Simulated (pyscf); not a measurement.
Thermochemistry of product channels of H₃Si–CH₂–SiH₃ + H atom (H•) on the doublet surface, in kcal/mol, from CCSD(T)/def2-TZVPP + ΔMP2(QZVPP) energies (ideal gas, 1 atm, RRHO with modes under 100 cm⁻¹ raised to 100, one conformer, R ln 2 for chiral ones without a mode under 150 cm⁻¹). Structures and frequencies: ωB97X-D3(BJ)/def2-SVP in PySCF. Correlated levels are frozen-core, on RHF or UHF. ΔMP2 is the change of the MP2 total energy from the triple- to the quadruple-zeta basis.

```json
[
 {"products": "silyl (SiH₃•) + methylsilane (H₃C–SiH₃)", "ΔE": "-17.4", "ΔH(298 K)": "-14.3", "ΔG(900 K)": "-22.0", "ΔG(1200 K)": "-23.5"},
 {"products": "silane (SiH₄) + •H₂C–SiH₃", "ΔE": "-5.5", "ΔH(298 K)": "-4.7", "ΔG(900 K)": "-14.4", "ΔG(1200 K)": "-16.8"}
]
```

These are energies of the channels, which say nothing of barriers. •H₂C–SiH₃ lies 10.6 kcal/mol over its isomer H₃C–SiH₂• (electronic energy, ωB97M-D3(BJ)/def2-TZVP). The CCSD(T) − MP2 part came from Ansatz, without density fitting, on the same reference.
